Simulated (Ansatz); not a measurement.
AsRu (Pnma)

Method: DFT PBEsol, scalar-relativistic, plane waves, PAW (Ansatz).

Cutoff 420 eV; k points 6×10×6 on the computed 8-atom cell (Γ-centred); Gaussian smearing, width 0.10 eV; no spin polarisation.

The structure is relaxed at this level of theory with its symmetry kept. Whether it is the stable form of this composition wasn't checked.

The structure is orthorhombic, space group Pnma (No. 62). Conventional cell: a = 5.695 Å, b = 3.291 Å, c = 6.351 Å, α = 90.00°, β = 90.00°, γ = 90.00°. As (site symmetry m) is surrounded by 6 Ru at 2.45 to 2.57 Å. Around Ru (site symmetry m) lie 6 As at 2.45 to 2.57 Å.

| Quantity | Value |
| --- | --- |
| Volume per atom | 100.4 bohr³ |
| Formation energy from the elements' standard states (uncorrected) | -0.276 eV/atom |
| Kohn–Sham band gap | none (metal) |
| Density of states at the Fermi level | 5.66 states/eV per cell |
| Löwdin character within 0.5 eV of the Fermi level | Ru 4d 79 %, As 4p 14 % |
| Bader charges (e) | As (4 in the cell) 0.03, Ru (4 in the cell) -0.03 |

A ferromagnetic start lost its moments in a first run, so spin was left out; other magnetic orders weren't tried.